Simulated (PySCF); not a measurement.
Consider thiirane, `C1CS1` (C2H4S). Numbering: `[CH2:1]1[CH2:2][S:3]1` These are map numbers, not IUPAC locants.

Computed at ωB97X-D3(BJ)/ma-def2-TZVP // PBE0-D3(BJ)/ma-def2-SVP with PySCF (density fitting, grid level 2). ωB97X-D3(BJ) is ωB97X-V with D3(BJ) in place of VV10. Thermal corrections: PBE0-D3(BJ)/ma-def2-SVP frequencies, unscaled, ideal gas at 298.15 K and 1 bar, quasi-RRHO entropy.

Problem. What are the vertical and the adiabatic ionisation energy for forming the radical cation?

Solution. 9.09 eV vertical and 9.02 eV adiabatic, the latter with zero-point energy.

Problem. Where does the unpaired spin of the relaxed radical cation sit?

Solution. S3 (sulfide sulfur) 0.98 (intrinsic atomic orbital populations).

Problem. How far is −ε(HOMO) from the vertical value by ΔSCF?

Solution. −ε(HOMO) = 9.04 eV, which is 0.05 eV below the ΔSCF value.

---

Consider 1,2-dichloroethane, `ClCCCl` (C2H4Cl2). Atom numbers as in the mapped SMILES `[Cl:1][CH2:2][CH2:3][Cl:4]`.

Computed at ωB97X-D3(BJ)/ma-def2-TZVP // PBE0-D3(BJ)/def2-SVP with PySCF (density fitting, grid level 2). Zero-point and thermal terms (298.15 K, 1 bar) come from unscaled PBE0-D3(BJ)/def2-SVP harmonic frequencies, with soft modes damped to free rotors in the entropy.

Task: What are the vertical and the adiabatic ionisation energy for forming the radical cation?

Result: 11.40 eV vertical and 11.03 eV adiabatic, the latter with zero-point energy.

Task: Where does the unpaired spin of the relaxed radical cation sit?

Result: Cl4 (chlorine) 0.37, Cl1 (chlorine) 0.37, C3 (methylene carbon) 0.12, C2 (methylene carbon) 0.12 (intrinsic atomic orbital populations).

Task: How far is −ε(HOMO) from the vertical value by ΔSCF?

Result: −ε(HOMO) = 11.24 eV, which is 0.16 eV below the ΔSCF value.

Caveats: spin-orbit coupling is left out of the energies, which matters for open shells on the heavier atoms.

---

Consider ethyl methyl sulfide, `CCSC` (C3H8S). Atom numbers as in the mapped SMILES `[CH3:1][CH2:2][S:3][CH3:4]`.

Computed at ωB97X-D3(BJ)/ma-def2-TZVP // PBE0-D3(BJ)/def2-SVP with PySCF (density fitting, grid level 2). The prefix ma- adds one diffuse s and one diffuse p function on all atoms but H. Thermal corrections: PBE0-D3(BJ)/def2-SVP frequencies, unscaled, ideal gas at 298.15 K and 1 bar, quasi-RRHO entropy.

**Question.** What are the vertical and the adiabatic ionisation energy for forming the radical cation?

**Answer.** 8.64 eV vertical and 8.52 eV adiabatic, the latter with zero-point energy.

**Question.** Where does the unpaired spin of the relaxed radical cation sit?

**Answer.** S3 (sulfide sulfur) 0.92 (intrinsic atomic orbital populations).

**Question.** How far is −ε(HOMO) from the vertical value by ΔSCF?

**Answer.** −ε(HOMO) = 8.72 eV, which is 0.08 eV above the ΔSCF value.
